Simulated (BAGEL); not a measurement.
# FCI/STO-3G (density fitting with cc-pvqz-jkfit) run of HOCN (cyanic acid)

Aim: the vertical singlet–triplet gap of HOCN (cyanic acid) at FCI/STO-3G (density fitting with cc-pvqz-jkfit), from 2 runs. 

Program for the calculation: BAGEL 1.2.2.

16 further runs of the same task are left out: 5 that didn't finish, 11 set aside as unsound or not needed.

## Step 1: The structure to begin with

The species is HOCN (4 atoms), meant as a singlet with charge 0. SMILES: `N#CO`. The coordinates come from a PBE0-D4/def2-TZVP relaxation.

Bond lengths: N1–C2 1.153 Å, C2–O3 1.290 Å, O3–H4 0.966 Å. Angles: N1–C2–O3 176.9°, C2–O3–H4 110.5°.

## Step 2: A single-point energy at FCI/STO-3G (density fitting with cc-pvqz-jkfit)

Input file calc.json:

```json
{ "bagel" : [

{
  "title" : "molecule",
  "basis" : "sto-3g",
  "df_basis" : "cc-pvqz-jkfit",
  "angstrom" : true,
  "geometry" : [
    { "atom" : "N", "xyz" : [      -1.343020,      -0.163260,       0.884430 ] },
    { "atom" : "C", "xyz" : [      -0.431900,       0.072570,       0.218870 ] },
    { "atom" : "O", "xyz" : [       0.558270,       0.398850,      -0.541130 ] },
    { "atom" : "H", "xyz" : [       1.216640,      -0.308160,      -0.562170 ] }
  ]
},

{ "title" : "hf" },

{ "title" : "fci", "nstate" : 1, "ncore" : 3 }

]}
```

Command:

```console
$ BAGEL_NUM_THREADS=1 BAGEL calc.json > calc.out
```

The log of the run:

```text
* using 1 threads per process

  ===============================================================
  ===============================================================

  *** Geometry ***

  { "atom" : "N", "xyz" : [     -2.537940,     -0.308517,      1.671330 ] },
  { "atom" : "C", "xyz" : [     -0.816173,      0.137137,      0.413604 ] },
  { "atom" : "O", "xyz" : [      1.054977,      0.753717,     -1.022587 ] },
  { "atom" : "H", "xyz" : [      2.299116,     -0.582338,     -1.062347 ] },

  Number of auxiliary basis functions:      369

  Since a DF basis is specified, we compute 2- and 3-index integrals:
    o Being stored without compression. Storage requirement is 0.001 GB

  Number of basis functions:       16
  Number of electrons      :       22

    * METHOD: MOLECULE                             0.08

  *** RHF ***

  === Nuclear Repulsion ===
    58.4476713770

      * DIIS with orbital gradients will be used.

  === RHF iteration (sto-3g) ===
      0       -165.35086734          0.04895587           0.00
      1       -165.39667619          0.04465187           0.00
      2       -165.50477564          0.00302633           0.00
      3       -165.50621224          0.00103454           0.00
      4       -165.50640236          0.00033530           0.00
      5       -165.50642377          0.00009852           0.00
      6       -165.50642581          0.00005008           0.00
      7       -165.50642652          0.00001846           0.00
      8       -165.50642658          0.00000403           0.00
      9       -165.50642658          0.00000090           0.00
     10       -165.50642658          0.00000030           0.00
     11       -165.50642658          0.00000012           0.00
     12       -165.50642658          0.00000003           0.00
     13       -165.50642658          0.00000002           0.00
     14       -165.50642658          0.00000001           0.00
    * SCF iteration converged.

    * Permanent dipole moment:
           (   -1.100015,     0.328781,     0.481984) a.u.

    * METHOD: HF                                   0.08

  ---------------------------
        FCI calculation
  ---------------------------

  Performs exactly the same way as Knowles & Handy 1984 CPL

  o alpha-beta strings
      length:          2574
  o size of the space
      determinant space:  1656369
      spin-adapted space: 429429

  o single displacement lists (alpha)
      length:         61776
  o single displacement lists (beta)
      length:         61776

     guess   0:   closed 11111111.....        open .............

  === FCI iteration ===

      0  0      -165.50642658     4.99e-04      3.06
      1  0      -165.67393053     2.33e-04      3.10
      2  0      -165.70323609     1.07e-04      3.13
      3  0      -165.70791823     5.21e-05      3.12
      4  0      -165.70911372     2.54e-05      3.12
      5  0      -165.70933681     1.18e-05      3.09
      6  0      -165.70938966     5.04e-06      3.11
      7  0      -165.70939878     2.11e-06      3.15
      8  0      -165.70940045     9.48e-07      3.17
      9  0      -165.70940076     4.32e-07      3.10
     10  0      -165.70940083     2.04e-07      3.17
     11  0      -165.70940085     9.19e-08      3.13
     12  0      -165.70940085     4.09e-08      3.08
     13  0      -165.70940086     1.78e-08      3.13
     14  0      -165.70940086     7.87e-09      3.17
     15  0      -165.70940086     3.51e-09      3.18
     16  0      -165.70940086     1.55e-09      3.23
     17  0      -165.70940086     6.55e-10      3.27
     18  0      -165.70940086     2.79e-10      3.24
     19  0      -165.70940086     1.16e-10      3.25
    ** throwing out 1 trial vectors **
     20  0 *    -165.70940086     5.04e-11      2.89

     * ci vector, state   0, <S^2> = 0.0000
       22222222.....     0.9411364186
       222222.22....    -0.1127594288
       2222222..2...    -0.1096698377
       222222abba...     0.0708103054
       222222baab...     0.0708103054
       22.22222...2.    -0.0532328839

    * METHOD: FCI                                 66.91

  ===============================================================
```

Wall time 67 s (1 thread of Arm Neoverse V1, shared host); peak memory 2.9 GiB.

## Step 3: The triplet at the same level

Input file job.json:

```json
{ "bagel": [

{
  "title": "molecule",
  "basis": "sto-3g",
  "df_basis": "cc-pvqz-jkfit",
  "angstrom": true,
  "geometry": [
    { "atom": "N", "xyz": [   -1.343020,   -0.163260,    0.884430 ] },
    { "atom": "C", "xyz": [   -0.431900,    0.072570,    0.218870 ] },
    { "atom": "O", "xyz": [    0.558270,    0.398850,   -0.541130 ] },
    { "atom": "H", "xyz": [    1.216640,   -0.308160,   -0.562170 ] }
  ]
},
{
  "title": "hf"
},
{
  "title": "fci",
  "nstate": 1,
  "charge": 0,
  "ncore": 3,
  "nspin": 2
}

]}
```

Command:

```console
$ BAGEL_NUM_THREADS=1 BAGEL job.json > job.out
```

The log of the run:

```text
* using 1 threads per process

  ===============================================================
  ===============================================================

  *** Geometry ***

  { "atom" : "N", "xyz" : [     -2.537940,     -0.308517,      1.671330 ] },
  { "atom" : "C", "xyz" : [     -0.816173,      0.137137,      0.413604 ] },
  { "atom" : "O", "xyz" : [      1.054977,      0.753717,     -1.022587 ] },
  { "atom" : "H", "xyz" : [      2.299116,     -0.582338,     -1.062347 ] },

  Number of auxiliary basis functions:      369

  Since a DF basis is specified, we compute 2- and 3-index integrals:
    o Being stored without compression. Storage requirement is 0.001 GB

  Number of basis functions:       16
  Number of electrons      :       22

    * METHOD: MOLECULE                             0.08

  *** RHF ***

  === Nuclear Repulsion ===
    58.4476713770

      * DIIS with orbital gradients will be used.

  === RHF iteration (sto-3g) ===
      0       -165.35086734          0.04895587           0.00
      1       -165.39667619          0.04465187           0.00
      2       -165.50477564          0.00302633           0.00
      3       -165.50621224          0.00103454           0.00
      4       -165.50640236          0.00033530           0.00
      5       -165.50642377          0.00009852           0.00
      6       -165.50642581          0.00005008           0.00
      7       -165.50642652          0.00001846           0.00
      8       -165.50642658          0.00000403           0.00
      9       -165.50642658          0.00000090           0.00
     10       -165.50642658          0.00000030           0.00
     11       -165.50642658          0.00000012           0.00
     12       -165.50642658          0.00000003           0.00
     13       -165.50642658          0.00000002           0.00
     14       -165.50642658          0.00000001           0.00
    * SCF iteration converged.

    * Permanent dipole moment:
           (   -1.100015,     0.328781,     0.481984) a.u.

    * METHOD: HF                                   0.07

  ---------------------------
        FCI calculation
  ---------------------------

  Performs exactly the same way as Knowles & Handy 1984 CPL

  o alpha-beta strings
      length:          2431
  o size of the space
      determinant space:  1226940
      spin-adapted space: 736164

  o single displacement lists (alpha)
      length:         32175
  o single displacement lists (beta)
      length:         84084

     guess   0:   closed 111111.1.....        open ......1.1....

  === FCI iteration ===

      0  0      -165.23094667     5.12e-04      2.31
      1  0      -165.36953907     2.77e-04      2.27
      2  0      -165.40489344     1.47e-04      2.28
      3  0      -165.41483777     9.68e-05      2.28
      4  0      -165.42119433     9.28e-05      2.29
      5  0      -165.42709989     9.14e-05      2.28
      6  0      -165.43096246     6.35e-05      2.31
      7  0      -165.43238203     3.51e-05      2.29
      8  0      -165.43285474     2.01e-05      2.33
      9  0      -165.43298954     1.19e-05      2.31
     10  0      -165.43303812     6.78e-06      2.38
     11  0      -165.43305336     3.73e-06      2.34
     12  0      -165.43305840     2.00e-06      2.34
     13  0      -165.43305992     1.16e-06      2.35
     14  0      -165.43306047     7.93e-07      2.32
     15  0      -165.43306077     6.01e-07      2.31
     16  0      -165.43306093     4.50e-07      2.23
     17  0      -165.43306101     2.97e-07      2.21
     18  0      -165.43306104     1.84e-07      2.25
     19  0      -165.43306106     1.03e-07      2.24
    ** throwing out 1 trial vectors **
     20  0      -165.43306106     5.83e-08      2.27
    ** throwing out 1 trial vectors **
     21  0      -165.43306106     3.47e-08      2.31
    ** throwing out 1 trial vectors **
     22  0      -165.43306106     2.10e-08      2.32
    ** throwing out 1 trial vectors **
     23  0      -165.43306106     1.16e-08      2.34
    ** throwing out 1 trial vectors **
     24  0      -165.43306106     5.91e-09      2.34
    ** throwing out 1 trial vectors **
     25  0      -165.43306106     3.04e-09      2.37
    ** throwing out 1 trial vectors **
     26  0      -165.43306106     1.58e-09      2.31
    ** throwing out 1 trial vectors **
     27  0      -165.43306106     8.47e-10      2.34
    ** throwing out 1 trial vectors **
     28  0      -165.43306106     4.48e-10      2.33
    ** throwing out 1 trial vectors **
     29  0      -165.43306106     2.51e-10      2.25
    ** throwing out 1 trial vectors **
     30  0      -165.43306106     1.47e-10      2.28
    ** throwing out 1 trial vectors **
     31  0 *    -165.43306106     8.36e-11      2.08

     * ci vector, state   0, <S^2> = 2.0000
       222222a2a....    -0.6542016742
       2222222a.a...     0.6499286503
       2222a222.a...    -0.1474574180
       222a2222a....    -0.1265372737
       222222.a2a...     0.1007119429
       222222a.a2...    -0.0997010115
       222222a2...a.    -0.0606851273
       222a2222..a..    -0.0557530195

    * METHOD: FCI                                 74.19

  ===============================================================
```

Run time: 75 s. Hardware: 1 thread of Arm Neoverse V1, shared host; peak memory 2.1 GiB.

## Step 4: Outcome

At FCI/STO-3G (density fitting with cc-pvqz-jkfit), 3 core orbitals frozen:

| quantity | value |
| --- | --- |
| singlet: total energy | -165.70940 Eh |
| triplet: total energy | -165.43306 Eh |
| vertical energy of the triplet above the singlet | 7.520 eV |

What this shows: At this shape the triplet lies 7.52 eV (173 kcal/mol) above the singlet. In a minimal basis such a difference can be off by several eV, whatever the method.
